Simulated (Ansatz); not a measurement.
Ideal-gas functions of `O[SiH2][SiH2]` radical at 298.15 K and 1 bar, from an Ansatz frequency run at PBE0-D4/def2-TZVP.

Molar mass 77.21 g/mol, point group C1 (symmetry number 1), electronic degeneracy 2, moments of inertia 29.855, 147.816, 168.318 u Å². Harmonic wavenumbers (cm⁻¹, unscaled): 66, 161, 193, 374, 415, 487, 574, 716, 830, 858, 897, 919, 948, 2173, 2190, 2214, 2243, 3926.

Use S(trans) = R[1.5 ln M + 2.5 ln T − 1.1517]; rotational temperatures θ = 24.2544 K / I; S(rot) = R[ln(√π/σ · √(T³/θAθBθC)) + 1.5]; for each mode x = 1.438777 ν̃/T, S = R[x/(eˣ − 1) − ln(1 − e⁻ˣ)] and H = RT x/(eˣ − 1); 1 cm⁻¹ = 0.0119627 kJ/mol; R = 8.31446 J/(mol·K).

Question: By hand: the entropy, in J/(mol·K).

Answer: Translation 163.1. Rotation: θ = 0.8124, 0.1641, 0.1441 K, giving 104.7. Vibration, mode by mode: 17.86, 10.62, 9.20, 4.45, 3.80, 2.89, 2.08, 1.20, 0.77, 0.69, 0.59, 0.54, 0.48, 0.00, 0.00, 0.00, 0.00, 0.00, in all 55.2. Electronic 5.8. Sum 328.8 J/(mol·K).

Question: By hand: H − E and G − E in kJ/mol, counted from the electronic energy.

Answer: Zero-point energy ½ × 20184 × 0.0119627 = 120.7; thermal vibration 9.0; translation, rotation and pV give 4 RT = 9.9. H − E = 139.6 kJ/mol, and G − E = 139.6 − 298.15 × 328.8/1000 = 41.6 kJ/mol.

Vibration gives 17 % of the entropy, 17.9 J/(mol·K) of it from the mode under 150 cm⁻¹: soft modes count most, and the harmonic formula is weakest for them. The sum counts one conformer and one mirror image; others add a mixing term.
